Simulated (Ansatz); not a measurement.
The same path of CH₃BS (6 atoms, charge 0, multiplicity 1) was run twice with different band settings. Lost on the way: B1–S3, C2–H6. Made: S3–H6.

The calculation used UKS LDA/def2-SVP in Ansatz 0.2.0.

Relaxed end points:

```xyz
6
Properties=species:S:1:pos:R:3
B -0.564 -0.252 -0.338
C 0.646 0.496 0.187
S 0.684 -0.654 1.350
H -0.422 -1.063 -1.242
H -1.684 0.122 -0.025
H 1.340 1.351 0.068
```

```xyz
6
Properties=species:S:1:pos:R:3
B -0.902 -0.420 -0.525
C 0.203 -0.054 0.264
S 1.426 0.231 1.254
H -0.745 -1.170 -1.478
H -2.012 0.020 -0.260
H 2.031 1.393 0.746
```

Common settings: movable images 5; climbing image yes; optimiser quadratic models (default); start path through a guess of the saddle point; force threshold 0.05 eV/Å; iteration limit 60; end points relaxed.

| run | spring |
| --- | --- |
| 1 | 5.0 eV/Å² |
| 2 | 0.5 eV/Å² |

(1) What does each run give, and how far can it be trusted?

Answers

(1) Run 1: converged after 26 iterations, highest image 2.109 eV above the first end. A vibrational analysis at the climbing image gives one clearly imaginary mode, 1314i cm⁻¹: a first-order saddle point.
Run 2: converged after 16 iterations, highest image 2.109 eV above the first end. Another band between the same ends (5 images) ends at a top of the same energy, where a vibrational analysis finds 1 clearly imaginary mode.
The orbitals stay closed-shell, which can raise the energy where a bond breaks towards radicals; this wasn't checked here.
